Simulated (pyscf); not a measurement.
PySCF, gas phase, ωB97X-D3(BJ)/def2-SVP geometries.

Question: For the elementary gas-phase step •H₂C–Al(CH₃)–Cl + hydrogen (H₂) → H₃C–Al(CH₃)–Cl + H atom (H•) (doublet surface; H–H broken, C–H formed), what barrier and reaction energy does ωB97M-D3(BJ)/def2-TZVP give, measured from the separated reactants?

Answer: ΔE‡ = 53.7 kJ/mol, ΔE = +12.8 kJ/mol. Zero-point energy shifts the barrier by +1.2 kJ/mol. It is a hydrogen abstraction, with an imaginary mode of 1474i cm⁻¹. One saddle was located; it need not be the lowest between these sides. The angle at the transferred H is 171°.
